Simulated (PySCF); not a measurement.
C2H4. Atoms are numbered in the order given.

```xyz
6

C      0.0000     0.0000    -0.6623
C      0.0000     0.0000     0.6623
H      0.0000    -0.9214    -1.2320
H      0.0000     0.9214    -1.2320
H      0.0000     0.9214     1.2320
H      0.0000    -0.9214     1.2320
```

Geometry: B3LYP-D3(BJ)/def2-TZVP.

Method: PBE/def2-TZVPD in PySCF.

Gas-phase values at a fixed geometry.

Computed frontier levels, gap, dipole moment and polarisability:
```json
{
  "highest_occupied_level": "-6.78 eV",
  "lowest_empty_level": "-1.00 eV",
  "orbital_gap": "5.78 eV",
  "dipole_moment": "0.00 D",
  "quadrupole, principal values (traceless, Buckingham form, about the centre of nuclear charge)": "-3.14, 1.57, 1.57 D·Å",
  "mean_static_polarisability": "28.0 bohr³ (4.15 Å³)",
  "polarisability_principal_values": "22.4, 25.9, 35.6 bohr³"
}
```
